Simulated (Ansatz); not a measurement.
Ideal-gas functions of CH3BO (`B1CO1`) at 500 K and 1 bar, from an Ansatz frequency run at PBE0-D4/def2-TZVP.

Molar mass 41.85 g/mol, point group Cs (symmetry number 1), electronic degeneracy 1, moments of inertia 15.631, 22.876, 35.137 u Å². Harmonic wavenumbers (cm⁻¹, unscaled): 697, 735, 876, 943, 1010, 1104, 1208, 1403, 1512, 2752, 3120, 3203.

Use S(trans) = R[1.5 ln M + 2.5 ln T − 1.1517]; rotational temperatures θ = 24.2544 K / I; S(rot) = R[ln(√π/σ · √(T³/θAθBθC)) + 1.5]; for each mode x = 1.438777 ν̃/T, S = R[x/(eˣ − 1) − ln(1 − e⁻ˣ)] and H = RT x/(eˣ − 1); 1 cm⁻¹ = 0.0119627 kJ/mol; R = 8.31446 J/(mol·K).

**Question.** By hand: the entropy, in J/(mol·K).

**Answer.** Translation 166.2. Rotation: θ = 1.5517, 1.0603, 0.6903 K, giving 94.2. Vibration, mode by mode: 3.79, 3.48, 2.53, 2.17, 1.87, 1.50, 1.18, 0.75, 0.58, 0.03, 0.01, 0.01, in all 17.9. Electronic 0.0. Sum 278.3 J/(mol·K).

**Question.** By hand: H − E and G − E in kJ/mol, counted from the electronic energy.

**Answer.** Zero-point energy ½ × 18563 × 0.0119627 = 111.0; thermal vibration 6.5; translation, rotation and pV give 4 RT = 16.6. H − E = 134.1 kJ/mol, and G − E = 134.1 − 500 × 278.3/1000 = -5.1 kJ/mol.

Vibration gives 6 % of the entropy.
